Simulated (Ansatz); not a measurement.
# AlC (doublet): from Hartree-Fock to the top rungs at distance Al1–C2 = 3.643 Å, cc-pVDZ

An exercise on one series of results from a longer session: the logs are not shown, and one member is left open.

Program: Ansatz 0.2.0, Gaussian basis. Level of theory: cc-pVDZ, core rule «outside noble gas», up to 6 orbitals frozen. These are calculated values, not measurements.

To be run: UHF; CCSD(T) on ROHF; CCSD(T) on UHF; BCCD(T) on ROHF; CISD; CCSDT(Q) on ROHF; CCSDT(Q) on UHF; CASSCF and MRCISD+Q, 3 electrons in 3 orbitals; CASSCF and NEVPT2, 3 electrons in 3 orbitals; CASSCF and MRCISD+Q, 7 electrons in 8 orbitals; CASSCF and NEVPT2, 7 electrons in 8 orbitals; Full CI.

29 further runs of the same task are left out: 6 for a known fault of the program, 22 that didn't finish, 1 set aside as unsound or not needed.

## The system

The geometry derives from a PBE0/def2-TZVP stationary point (not a proven minimum). One bond is set to the value named and the two fragments are kept rigid.

2 atoms, charge 0, spin multiplicity 2.

Atoms are counted from 1 here; the program's logs count them from 0.

No contacts short enough for the rule that draws bonds.

Set-up of the first run:

Contents of in.yaml:

```yaml
crystal:
  periodic: [false, false, false]
  atoms:
    - {symbol: Al, position_ang: [0.000000, 0.000000, 0.000000]}
    - {symbol: C, position_ang: [0.000000, 0.000000, 3.643000]}
basis:
  gaussian: {orbitals: cc-pVDZ}
magnetization: {spin_polarized: true, initial_magnetization: 1}
hamiltonian: {xc: hf}
output: {orbitals: {seedname: orbitals}}
```

Launch:

```console
> ansatz run in.yaml --threads 1 --pin off --events-out ev --progress --plain --max-ram 2393MiB
```

Steps of the session up to this table: UHF; CCSD(T) on ROHF; CCSD(T) on UHF; BCCD(T) on ROHF; CISD; CCSDT(Q) on ROHF; CCSDT(Q) on UHF; CASSCF and MRCISD+Q, 3 electrons in 3 orbitals; CASSCF and NEVPT2, 3 electrons in 3 orbitals; CASSCF and MRCISD+Q, 7 electrons in 8 orbitals; CASSCF and NEVPT2, 7 electrons in 8 orbitals; Full CI.

One of the session's tables, all rows but one given; the rest of the session is left out.

| method | from FCI (meV) |
| --- | --- |
| ROHF | +5549.8 |
| RMP2 | +1979.4 |
| CISD | +1023.7 |
| RCCSD | +325.9 |
| RCCSD(T) | +67.2 |
| BCCD(T) | +118.8 |
| RCCSDT | +30.1 |
| RCCSDT(Q) | -2.7 |
| CASSCF pair | +3621.9 |
| NEVPT2 pair | +1070.6 |
| MRCISD pair | +293.5 |
| MRCISD+Q pair | -62.5 |
| CASSCF valence | +2412.7 |
| NEVPT2 valence | ? |
| MRCISD valence | +145.3 |
| MRCISD+Q valence | +9.9 |
| FCI | 0 |

Q: Estimate the row for NEVPT2 valence from the others.

The run gave: from FCI (meV): +672.5. In the column «from FCI (meV)» it lies between RCCSD (+325.9) and CISD (+1023.7).

Among the levels timed on like hardware and quicker than the yardstick, those that no quicker one beats, quickest first: CISD (1.2 s, +1023.7 meV); MRCISD+Q pair (2.9 s, -62.5 meV); MRCISD+Q valence (5.5 s, +9.9 meV); RCCSDT(Q) (22 s, -2.7 meV).

Left out of the table: UHF, UMP2, UCCSD, UCCSD(T), UCCSDT, UCCSDT(Q) (another determinant or state than the rows shown).

Caveats from the session: The report flags that the cluster equations may have other roots. The yardstick is full CI for this spin, exact in this basis with these frozen cores. The program flags RCCSD(T), BCCD(T), RCCSDT(Q) as in doubt, so those rows may rest on another solution; read them beside their warnings. RCCSDT(Q), MRCISD+Q pair fall below full CI, which methods that aren't variational can do. Of the multireference levels listed MRCISD+Q valence comes nearest in total energy (+9.9 meV), which doesn't show that its space is the better one. Warnings in the runs' records: other roots, other amplitudes, large difference.
